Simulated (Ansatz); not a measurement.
For zinc-blende GaN (metastable phase), B3LYP (VWN-RPA form) (Ansatz, a program for electronic structure, PAW) gives:

```
Property                         Result
------------------------------  -------
equilibrium lattice constant a  4.538 Å
bulk modulus                    183 GPa
band gap                        3.20 eV
```

Problem. What does Hartree–Fock in Ansatz (plane waves, PAW) give for the same quantities?

Solution. 
- lattice constant a: 4.502 Å (shrinks by 0.8 %)
- bulk modulus: 221 GPa (increases by 21 %)
- band gap: 10.49 eV (grows by 7.29 eV)

For comparison: lattice constant a 4.5 Å (measured, 300 K, no zero-point or thermal correction; as tabulated in Vurgaftman et al. (2001), doi:10.1063/1.1368156); band gap 3.48 eV (measured, zero-point renormalisation of 0.176 eV (computed, arXiv:2011.12765) added back here; inputs from Vurgaftman et al. (2001), doi:10.1063/1.1368156).

Changes are worked out from the printed values.

Unless a cell is named, each level is at its own relaxed cell (B3LYP (VWN-RPA form) 11.68, Hartree–Fock 11.41 Å³/atom).

Levels without +SOC have no spin–orbit coupling; where heavier elements are present it shifts gaps, mostly down, and can invert bands. Density-functional gaps are differences of (generalised) Kohn–Sham levels.

Ansatz's density-functional and Hartree–Fock values are scalar-relativistic unless marked +SOC, with PAW data made under PBE.
